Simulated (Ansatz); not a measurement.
# CHMgN: geometry and frequencies at several levels

The task here is to estimate one member of a computed series from the others.

Program: Ansatz 0.2.0. Level of theory: the levels named in each step. These are calculated values, not measurements.

## The system as given

Bond lengths: C1–N2 1.165 Å, N2–Mg3 1.898 Å, Mg3–H4 1.584 Å. Angles: C1–N2–Mg3 180.0°, N2–Mg3–H4 180.0°.

As a file:

```xyz
4

C     0.0000    0.0000   -2.2192
N     0.0000    0.0000   -1.0540
Mg    0.0000    0.0000    0.8444
H     0.0000    0.0000    2.4288
```

The first run:

File input.yaml:

```yaml
crystal:
  periodic: [false, false, false]
  atoms:
    - { symbol: C, position_ang: [0.0, 0.0, -2.21917] }
    - { symbol: "N", position_ang: [0.0, 0.0, -1.05404] }
    - { symbol: Mg, position_ang: [0.0, 0.0, 0.84437] }
    - { symbol: H, position_ang: [0.0, 0.0, 2.42884] }
basis:
  gaussian: { orbitals: def2-SVP }
hamiltonian:
  xc: pbe
  dispersion: d4
relax:
  f_tol: 0.03
  max_steps: 200
```

The run is started by

```console
> ansatz run input.yaml --threads 2 --pin off --max-ram 5120MiB --backend cpu --events-out ev --progress --plain --runs-dir out
```

Steps of the session up to this table: A rough first relaxation, PBE-D4/def2-SVP; Relaxation, PBE0-D4/def2-TZVPP; Frequencies, PBE0-D4/def2-TZVPP; Relaxation, PBE-D4/def2-TZVPP; Frequencies, PBE-D4/def2-TZVPP; Relaxation, r2SCAN-D4/def2-TZVPP; Frequencies, r2SCAN-D4/def2-TZVPP; Relaxation, B3LYP-D4/def2-TZVPP; Frequencies, B3LYP-D4/def2-TZVPP; Relaxation, B2PLYP/def2-TZVPP; Frequencies, B2PLYP/def2-TZVPP.

One table of the session follows, with a row left open; its other results are not shown here.

It belongs to the step «Geometries side by side». 

| level | C1–N2 (Å) | N2–Mg3 (Å) | rotational constants (MHz) | dipole (D) | highest frequency (cm⁻¹) |
| --- | --- | --- | --- | --- | --- |
| PBE0-D4/def2-TZVPP | 1.1720 | 1.9164 | 5441.8 | 3.42 | 2170 |
| PBE-D4/def2-TZVPP | ? | ? | ? | ? | ? |
| r2SCAN-D4/def2-TZVPP | 1.1753 | 1.9196 | 5420.3 | 3.37 | 2136 |
| B3LYP-D4/def2-TZVPP | 1.1725 | 1.9188 | 5433.6 | 3.43 | 2150 |
| B2PLYP/def2-TZVPP | 1.1778 | 1.9204 | 5414.7 | 3.48 | 2109 |

Q: Estimate the row for PBE-D4/def2-TZVPP from the others.

The run gave: C1–N2 (Å): 1.1838; N2–Mg3 (Å): 1.9305; rotational constants (MHz): 5356; dipole (D): 3.51; highest frequency (cm⁻¹): 2079. In the column «C1–N2 (Å)» it is the highest.
